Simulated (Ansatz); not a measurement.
**AlBHF (singlet): the correlation ladder, cc-pVDZ**

How much of the correlation energy of AlBHF (singlet) does each wave-function method recover here?

Method: cc-pVDZ, core rule «outside noble gas», up to 7 orbitals frozen; program: Ansatz 0.2.0, Gaussian basis.

Plan: UHF; CCSD(T) on RHF; CCSD(T) on UHF; BCCD(T) on RHF; CISD; CCSDT(Q) on RHF; CCSDT(Q) on UHF; CASSCF and MRCISD+Q, 8 electrons in 8 orbitals; CASSCF and NEVPT2, 8 electrons in 8 orbitals.

26 further runs of the same task are left out: 9 that didn't finish, 17 set aside as unsound or not needed.

## Step 1: What is computed

The geometry is a PBE0/def2-TZVP stationary point (not a proven minimum) of the parent state, kept for this charge and spin.

4 atoms, charge 0, spin multiplicity 1.

Atoms are counted from 1 here; the program's logs count them from 0.

Bond lengths: Al1–B2 2.110 Å, B2–F3 1.327 Å, B2–H4 1.205 Å. Angles: Al1–B2–F3 126.1°, Al1–B2–H4 112.4°, F3–B2–H4 121.5°.

## Step 2: UHF

Contents of in.yaml:

```yaml
crystal:
  periodic: [false, false, false]
  atoms:
    - {symbol: Al, position_ang: [0.000000, -0.075183, 1.427166]}
    - {symbol: B, position_ang: [0.000000, 0.523760, -0.596061]}
    - {symbol: F, position_ang: [0.000000, -0.282645, -1.649481]}
    - {symbol: H, position_ang: [0.000000, 1.722317, -0.719901]}
basis:
  gaussian: {orbitals: cc-pVDZ}
magnetization: {spin_polarized: true, initial_magnetization: 0}
hamiltonian: {xc: hf}
output: {orbitals: {seedname: orbitals}}
```

The run is started by

```bash
$ ansatz run in.yaml --threads 1 --pin off --events-out ev --progress --plain --max-ram 2393MiB
```

Further steps of the session: CCSD(T) on RHF; CCSD(T) on UHF; BCCD(T) on RHF; CISD; CCSDT(Q) on RHF; CCSDT(Q) on UHF; CASSCF and MRCISD+Q, 8 electrons in 8 orbitals; CASSCF and NEVPT2, 8 electrons in 8 orbitals.

**Question.** What will the summary of the whole plan be? Wanted: RCCSDT(Q) below the RHF energy; RMP2 from RCCSDT(Q); UMP2 from RCCSDT(Q); RCCSD from RCCSDT(Q); RCCSD(T) from RCCSDT(Q); UCCSD(T) from RCCSDT(Q); UCCSDT(Q) from RCCSDT(Q); MRCISD+Q frontier from RCCSDT(Q); T1 diagnostic.

As calculated:

| quantity | value |
| --- | --- |
| RCCSDT(Q) below the RHF energy | -9.4913 eV |
| RMP2 from RCCSDT(Q) | +106.9 kJ/mol |
| UMP2 from RCCSDT(Q) | +119.1 kJ/mol |
| RCCSD from RCCSDT(Q) | +23.3 kJ/mol |
| RCCSD(T) from RCCSDT(Q) | +4.1 kJ/mol |
| UCCSD(T) from RCCSDT(Q) | +5.4 kJ/mol |
| UCCSDT(Q) from RCCSDT(Q) | +0.1 kJ/mol |
| MRCISD+Q frontier from RCCSDT(Q) | +5.9 kJ/mol |
| levels within 1 kcal/mol (43 meV) | RCCSD(T), BCCD(T), RCCSDT, UCCSDT, UCCSDT(Q) |
| T1 diagnostic | 0.017 |

In words: RCCSD(T) lands +4.1 kJ/mol from the yardstick (0.4 % of the correlation energy). These misses are within one basis, not against nature.
